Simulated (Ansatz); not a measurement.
C4H6O2 can be A, `C=C=C(O)CO`, or B, `O=CC1(O)CC1`.

Program: Ansatz. Geometries: PBE0-D4/def2-TZVP. ΔE: electronic, gas phase. CCSD(T)/CBS adds triple-zeta CCSD(T) − MP2 to the extrapolated MP2 energy (def2 sets, frozen cores). DFT in def2-TZVPP. B3LYP here is the variant with VWN-RPA as its local correlation; programs differ in this. Each species was taken in one conformer, which may not be the lowest.

(1) Which isomer does CCSD(T)/CBS put lower? Give the gap. (Estimate.)

(2) Give E(B) − E(A) in kJ/mol with ωB97M-V, HF/def2-TZVPP, r2SCAN-D4, B2PLYP, B3LYP, B3LYP-D4, PBE0-D4. (Estimate.)

Largest T1 diagnostic: 0.013.

## Answers

(1) The calculation gave: B, by 79.0 kJ/mol.

(2) Computed: ωB97M-V -87.5, HF/def2-TZVPP -79.5, r2SCAN-D4 -89.8, B2PLYP -79.4, B3LYP -69.8, B3LYP-D4 -72.2, PBE0-D4 -94.4. None reverses the order clearly.

From PBE to PBE0 (25 % exact exchange), in def2-TZVPP and without D4, E(B) − E(A) moves by −7.9 kJ/mol. In def2-TZVPP, CCSD(T) changes the Hartree–Fock value by −3.7 kJ/mol (the triples alone add +0.2 kJ/mol) and MP2 by −17.0 kJ/mol.
